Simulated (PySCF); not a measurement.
# BH3S: the cost of one run

Programs: PySCF 2.14.0. All values are calculated, for the isolated system unless a continuum is named. Atoms count from 0, parts from 1.

## 1. The system as given

Each species was relaxed by itself at PBE0-D3(BJ)/def2-SVPD.

## 2. Energies of the species: wB97M-D3(BJ)/def2-TZVPD

The job: settings as JSON, then the geometry in Å.

```
{"job": {"kind": "react", "xc": "wB97M-D3(BJ)", "basis": "def2-TZVPD"}, "charge": 0, "multiplicity": 1}
-1 BH3S charge 0 multiplicity 1
B      0.089210     0.060100     0.570640
S     -0.882110     0.056900    -0.912370
H     -0.503960     0.316210     1.584080
H      1.265050    -0.181160     0.544850
H      0.083130    -0.258380    -1.805730

-1 ClH charge 0 multiplicity 1
Cl     0.644660     0.000780    -0.008910
H     -0.643430     0.001180     0.009200

+1 BClH2 charge 0 multiplicity 1
B     -0.080240     0.031190     0.006630
Cl     1.602860    -0.026130    -0.442670
H     -0.435060     0.918720     0.732640
H     -0.806240    -0.819850    -0.428770

+1 H2S charge 0 multiplicity 1
S     -0.005100     0.615340    -0.012370
H     -0.982040    -0.316060     0.009870
H      0.967730    -0.320460     0.005550
```

Method: wB97M-D3(BJ)/def2-TZVPD reaction energy of separated species, gas phase.

On the command line:

```bash
$ OMP_NUM_THREADS=1 python cluster_run.py task.json out
```

One launch serves the whole session: the jobs run in the order shown.

Q: Estimate the wall time and peak memory of this first job on 1 thread of Arm Neoverse N1, shared host.

About 9.9 s, with a peak of 0.4 GiB.
